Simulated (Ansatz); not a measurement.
`C=CC=C` → `CC#CC`  (isomerisation)

Isolated molecules relaxed with PBE0-D4/def2-TZVP in Ansatz; ΔE leaves out vibrations. CBS: MP2 limit from def2 TZ/QZ plus the TZ coupled-cluster correction, frozen cores. Functionals use def2-TZVPP. Each species was taken in one conformer, which may not be the lowest.

CCSD(T)/CBS gives +0.38 eV.

Q: Another level gave +0.43 eV. Which?
A. CCSD(T)/def2-TZVPP
B. PBE-QIDH/def2-TZVPP
C. RPA@PBE/def2-TZVPP
D. B2PLYP/def2-TZVPP

A: C. RPA@PBE/def2-TZVPP 0.43, B2PLYP 0.34, PBE-QIDH 0.29, CCSD(T)/def2-TZVPP 0.39 eV.

Q: What do rigid-rotor, harmonic-oscillator terms from PBE0-D4/def2-TZVP frequencies (298.15 K, 1 bar) make of the CCSD(T)/CBS value? (Estimate.)

A: Ansatz gave: ΔZPE = -0.03 eV, ΔH = +0.38 eV, ΔS = 19 J/(mol·K), ΔG = +0.32 eV. Modes under 50 cm⁻¹ make the entropy rough.

Largest T1 diagnostic among the species: 0.011.

From BLYP to BHLYP (50 % exact exchange), in def2-TZVPP and without D4, ΔE moves by −0.04 eV. Leaving LDA and LC-ωPBE aside and taking each functional with its dispersion term where it has one, the values, not all of them listed here, spread over 0.18 eV, from PBE-QIDH to BLYP-D4. The D4 term adds +0.04 eV with B3LYP and +0.02 eV with PBE0; it sums over pairs of atoms, weighted by their polarisabilities, and B3LYP, whose exchange is more repulsive, gets the larger term.

B3LYP here is the variant with VWN-RPA as its local correlation; programs differ in this.
